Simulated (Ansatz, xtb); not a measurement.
## Two isomers of C2HFN2S

Structure I: `Fc1csnn1`, a singlet. Structure II: `Fc1nncs1`, a singlet. Both are isolated molecules in the gas phase, relaxed with B3LYP/def2-SVP.

Quicker runs give these differences E(II) − E(I): GFN2-xTB −0.181 eV; HF/STO-3G −0.398 eV (at GFN2-xTB geometries); r2SCAN-D4/def2-SVP −0.250 eV (at GFN2-xTB geometries).

Question: Estimate E(II) − E(I) at the level CCSD(T)/def2-SVP + ΔMP2/def2-TZVPP.

Answer: Calculated at CCSD(T)/def2-SVP + ΔMP2/def2-TZVPP: E(II) − E(I) = −0.129 eV, so structure II lies lower.

The same difference at several levels:

```json
{"level": "GFN2-xTB", "geometry": "GFN2-xTB", "E(II) − E(I) (eV)": "−0.181", "departure from the last row (eV)": "−0.052", "job, with rough time for the two": "optimisation, 0.14 s"}
{"level": "HF/STO-3G", "geometry": "GFN2-xTB", "E(II) − E(I) (eV)": "−0.398", "departure from the last row (eV)": "−0.269", "job, with rough time for the two": "single point, 0.48 s"}
{"level": "r2SCAN-D4/def2-SVP", "geometry": "GFN2-xTB", "E(II) − E(I) (eV)": "−0.250", "departure from the last row (eV)": "−0.121", "job, with rough time for the two": "single point, 3 s"}
{"level": "B3LYP/def2-SVP", "geometry": "B3LYP/def2-SVP", "E(II) − E(I) (eV)": "−0.208", "departure from the last row (eV)": "−0.079", "job, with rough time for the two": "optimisation, 32 s"}
{"level": "HF/def2-SVP", "geometry": "B3LYP/def2-SVP", "E(II) − E(I) (eV)": "−0.501", "departure from the last row (eV)": "−0.372", "job, with rough time for the two": "part of the CCSD(T) run"}
{"level": "MP2/def2-SVP", "geometry": "B3LYP/def2-SVP", "E(II) − E(I) (eV)": "−0.193", "departure from the last row (eV)": "−0.064", "job, with rough time for the two": "part of the CCSD(T) run"}
{"level": "CCSD(T)/def2-SVP", "geometry": "B3LYP/def2-SVP", "E(II) − E(I) (eV)": "−0.252", "departure from the last row (eV)": "−0.123", "job, with rough time for the two": "single point"}
{"level": "CCSD(T)/def2-SVP + ΔMP2/def2-TZVPP", "geometry": "B3LYP/def2-SVP", "E(II) − E(I) (eV)": "−0.129", "departure from the last row (eV)": "", "job, with rough time for the two": "single point, 26 s"}
```

As drawn, II has 1 C∷N, 1 C∷S in place of 1 C∷C, 1 N∷S (∷ is an aromatic bond).

None of the levels shown reverses the order. The largest departure from CCSD(T)/def2-SVP + ΔMP2/def2-TZVPP is that of HF/def2-SVP, 0.372 eV. The last row adds to CCSD(T) the change of the MP2 difference between the two basis sets, here +0.123 eV.

With harmonic frequencies from B3LYP/def2-SVP (ideal gas, rigid rotor, one conformer each, 298.15 K, 1 atm): on the last row, ΔE + ΔZPE = −0.114, ΔH = −0.116, ΔG = −0.114 eV.

The correlated steps freeze 10 core orbitals. Run with Ansatz 0.2.0, xtb 6.7.1; the last row on 2 threads of Intel(R) Xeon(R) Processor @ 2.70GHz on a shared host.
